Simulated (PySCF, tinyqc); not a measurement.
Inside a calculation. Method: CCSD on RHF in the sto-3g basis, for BH, spin multiplicity 1. The lowest restricted solution is unstable here: a spin-polarised one lies 0.0068 hartree lower (PySCF). One step of it, computed by the program tinyqc.

Problem. Iteration 1: building the Fock matrix. J_ij = sum D_kl (ij|kl), K_ij = sum D_kl (ik|jl); F = H + J - 0.5 K; E = tr D H + tr D J / 2 - 0.25 tr D K + E_nn.

D at the start:
```
            1B 1s      1B 2s    1B 2px    1B 2py     1B 2pz      2H 1s
1B 1s    2.180280  -0.569314  0.000000  0.000000   0.008483  -0.032329
1B 2s   -0.569314   2.126173  0.000000  0.000000  -0.027016   0.119756
1B 2px   0.000000   0.000000  0.320774  0.000000   0.000000   0.000000
1B 2py   0.000000   0.000000  0.000000  0.320774   0.000000   0.000000
1B 2pz   0.008483  -0.027016  0.000000  0.000000   0.302140   0.054203
2H 1s   -0.032329   0.119756  0.000000  0.000000   0.054203   0.975911
```

core Hamiltonian H = T + V (hartree):
```
             1B 1s      1B 2s     1B 2px     1B 2py     1B 2pz      2H 1s
1B 1s   -12.615237  -3.266552   0.000000   0.000000  -0.008131  -0.210921
1B 2s    -3.266552  -3.705860   0.000000   0.000000  -0.081729  -0.673103
1B 2px    0.000000   0.000000  -2.894752   0.000000   0.000000   0.000000
1B 2py    0.000000   0.000000   0.000000  -2.894752   0.000000   0.000000
1B 2pz   -0.008131  -0.081729   0.000000   0.000000  -2.942769  -0.729498
2H 1s    -0.210921  -0.673103   0.000000   0.000000  -0.729498  -1.935812
```

Two-electron integrals (ij|kl) in chemists' order, unique and non-zero (hartree):
```
(11|11) 2.923513   (21|11) 0.518376   (21|21) 0.109262   (22|11) 0.744229
(22|21) 0.193177   (22|22) 0.544804   (31|31) 0.020264   (32|31) 0.029996
(32|32) 0.120346   (33|11) 0.742491   (33|21) 0.193240   (33|22) 0.544682
(33|33) 0.586773   (41|41) 0.020264   (42|41) 0.029996   (42|42) 0.120346
(43|43) 0.031630   (44|11) 0.742491   (44|21) 0.193240   (44|22) 0.544682
(44|33) 0.523513   (44|44) 0.586773   (51|51) 0.020264   (52|51) 0.029996
(52|52) 0.120346   (53|53) 0.031630   (54|54) 0.031630   (55|11) 0.742491
(55|21) 0.193240   (55|22) 0.544682   (55|33) 0.523513   (55|44) 0.523513
(55|55) 0.586773   (61|11) 0.032825   (61|21) 0.006896   (61|22) 0.012246
(61|33) 0.012198   (61|44) 0.012198   (61|51) 0.000491   (61|52) 0.000911
(61|55) 0.012348   (61|61) 0.000448   (62|11) 0.106855   (62|21) 0.028326
(62|22) 0.091894   (62|33) 0.089095   (62|44) 0.089095   (62|51) 0.003047
(62|52) 0.020997   (62|55) 0.097392   (62|61) 0.001907   (62|62) 0.025283
(63|31) 0.002380   (63|32) 0.012099   (63|53) 0.003610   (63|63) 0.002234
(64|41) 0.002380   (64|42) 0.012099   (64|54) 0.003610   (64|64) 0.002234
(65|11) 0.114210   (65|21) 0.030598   (65|22) 0.104311   (65|33) 0.099210
(65|44) 0.099210   (65|51) 0.005004   (65|52) 0.032652   (65|55) 0.114389
(65|61) 0.002122   (65|62) 0.033099   (65|65) 0.044682   (66|11) 0.293801
(66|21) 0.079096   (66|22) 0.290181   (66|33) 0.276409   (66|44) 0.276409
(66|51) 0.008017   (66|52) 0.076774   (66|55) 0.317308   (66|61) 0.005331
(66|62) 0.113738   (66|65) 0.159900   (66|66) 0.774606
```

nuclear repulsion = 1.47075378 hartree

Give: Coulomb J; exchange K; Fock matrix F; total energy of this density.

Solution.

Coulomb J (hartree):
```
         1B 1s   1B 2s  1B 2px  1B 2py  1B 2pz   2H 1s
1B 1s   8.3895  1.6857  0.0000  0.0000  0.0078  0.1071
1B 2s   1.6857  3.3907  0.0000  0.0000  0.0774  0.6021
1B 2px  0.0000  0.0000  3.3723  0.0000  0.0000  0.0000
1B 2py  0.0000  0.0000  0.0000  3.3723  0.0000  0.0000
1B 2pz  0.0078  0.0774  0.0000  0.0000  3.4146  0.7012
2H 1s   0.1071  0.6021  0.0000  0.0000  0.7012  2.2368
```

exchange K (hartree):
```
         1B 1s   1B 2s  1B 2px  1B 2py  1B 2pz   2H 1s
1B 1s   6.0353  1.0866  0.0000  0.0000  0.0035  0.0761
1B 2s   1.0866  1.3373  0.0000  0.0000  0.0372  0.3539
1B 2px  0.0000  0.0000  0.4791  0.0000  0.0000  0.0000
1B 2py  0.0000  0.0000  0.0000  0.4791  0.0000  0.0000
1B 2pz  0.0035  0.0372  0.0000  0.0000  0.5270  0.2655
2H 1s   0.0761  0.3539  0.0000  0.0000  0.2655  0.8659
```

Fock matrix F (hartree):
```
          1B 1s    1B 2s  1B 2px  1B 2py   1B 2pz    2H 1s
1B 1s   -7.2434  -2.1241  0.0000  0.0000  -0.0021  -0.1418
1B 2s   -2.1241  -0.9838  0.0000  0.0000  -0.0229  -0.2480
1B 2px   0.0000   0.0000  0.2380  0.0000   0.0000   0.0000
1B 2py   0.0000   0.0000  0.0000  0.2380   0.0000   0.0000
1B 2pz  -0.0021  -0.0229  0.0000  0.0000   0.2084  -0.1611
2H 1s   -0.1418  -0.2480  0.0000  0.0000  -0.1611  -0.1319
```

total energy of this density = -24.513176 hartree

This density is the starting one; it is not idempotent, so its energy is not variational and may lie below the converged one.
